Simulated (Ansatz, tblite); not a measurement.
# The cluster Si₂S+: rung by rung

How do method and basis change the picture of the cluster Si₂S+ (doublet)?

Computed with Ansatz 0.2.0, Gaussian basis. Level: as each input shows.

Plan: GFN1-xTB, GFN2-xTB, PBE-D4/def2-TZVP, r2SCAN-D4/def2-TZVP, BLYP-D4/def2-TZVP, BHLYP-D4/def2-TZVP, r2SCAN0-D4/def2-TZVP, HSE06-D4/def2-TZVP, CAM-B3LYP-D4/def2-TZVP, LC-ωPBE(0.10)/def2-TZVP, LC-ωPBE(0.15)/def2-TZVP, LC-ωPBE(0.20)/def2-TZVP, LC-ωPBE(0.30)/def2-TZVP, PBE-D4/def2-SVP, PBE0-D4/def2-SVP, HF/STO-3G, HF/6-31G, B3LYP-D4/6-31G, CCSD(T)/def2-TZVPP, MP2/def2-TZVP, RPA/def2-TZVP.

**1. The geometry**

The doublet was relaxed beforehand with PBE-D4/def2-TZVP. At that level it is the lowest of the isomers that a small search found.

3 atoms, charge 1, spin multiplicity 2.

Bond lengths: Si1–Si2 2.564 Å, Si1–S3 2.145 Å, Si2–S3 2.145 Å. Angles: Si2–Si1–S3 53.3°, Si1–Si2–S3 53.3°, Si1–S3–Si2 73.4°.

The ion is computed in the gas phase, without counter-ions or solvent.

PBE0-D4/def2-TZVP was run before; its log isn't repeated, and its numbers join the tables.

**2. GFN1-xTB**

Tight binding, by tblite at 300 K electronic temperature and without a spin-polarisation term:

```python
tblite.interface.Calculator('GFN1-xTB', numbers, positions, charge=1, uhf=1).singlepoint()
```

Energy -187.3082 eV; 0.003 s.

**3. GFN2-xTB**

Tight binding, by tblite at 300 K electronic temperature and without a spin-polarisation term:

```python
tblite.interface.Calculator('GFN2-xTB', numbers, positions, charge=1, uhf=1).singlepoint()
```

Energy -169.2004 eV; 0.003 s.

**4. PBE-D4/def2-TZVP**

start.molden holds the orbitals of an earlier run on this state, given as this run's starting guess.

in.yaml reads:

```yaml
crystal:
  periodic: [false, false, false]
  atoms:
    - {symbol: Si, position_ang: [0.755670, 1.026144, -0.589691]}
    - {symbol: Si, position_ang: [-1.360255, -0.334744, -0.096928]}
    - {symbol: S, position_ang: [0.604585, -0.691400, 0.686620]}
basis:
  gaussian: {orbitals: def2-TZVP, initial_orbitals: start.molden}
total_charge: 1
magnetization: {spin_polarized: true, initial_magnetization: 1}
hamiltonian: {xc: pbe, dispersion: d4}
scf: {omitted_lower_state_checks: [starts]}
output: {orbitals: {seedname: orbitals}}
```

Launch:

```console
> ansatz run in.yaml --threads 4 --pin off --events-out ev --progress --plain --max-ram 3916MiB
```

The runs that follow: r2SCAN-D4/def2-TZVP; BLYP-D4/def2-TZVP; BHLYP-D4/def2-TZVP; r2SCAN0-D4/def2-TZVP; HSE06-D4/def2-TZVP; CAM-B3LYP-D4/def2-TZVP; LC-ωPBE(0.10)/def2-TZVP; LC-ωPBE(0.15)/def2-TZVP; LC-ωPBE(0.20)/def2-TZVP; LC-ωPBE(0.30)/def2-TZVP; PBE-D4/def2-SVP; PBE0-D4/def2-SVP; HF/STO-3G; HF/6-31G; B3LYP-D4/6-31G; CCSD(T)/def2-TZVPP; MP2/def2-TZVP; RPA/def2-TZVP.

**Question.** What will the summary of the whole plan be? Wanted: gap in def2-TZVP, named functionals, smallest and largest; gap over the ω; correlation energy, CCSD(T)/def2-TZVPP; correlation energy, MP2/def2-TZVP; ⟨S²⟩ in def2-TZVP, named functionals, smallest and largest; PBE0 total energy, smallest basis above largest.

The runs gave:

| quantity | value |
| --- | --- |
| gap in def2-TZVP, named functionals, smallest and largest | 0.96 eV (BLYP-D4), 5.03 eV (CAM-B3LYP-D4) |
| gap over the ω (1/bohr) | 3.94 eV at 0.1, 6.94 eV at 0.3 |
| correlation energy, CCSD(T)/def2-TZVPP | -10.40 eV |
| correlation energy, MP2/def2-TZVP | -8.66 eV |
| ⟨S²⟩ in def2-TZVP, named functionals, smallest and largest | 0.755, 0.770 |
| PBE0 total energy, smallest basis above largest | 9.36 eV (def2-SVP, def2-TZVP) |

Over the named functionals in def2-TZVP the gap runs from 0.96 eV (BLYP-D4) to 5.03 eV (CAM-B3LYP-D4); exact exchange widens it. Raising the ω (1/bohr) from 0.1 to 0.3 moves the HOMO by -1.60 eV and the LUMO by +1.40 eV. Over the named functionals in def2-TZVP spin contamination reaches 0.02 (r2SCAN0-D4), which is small.
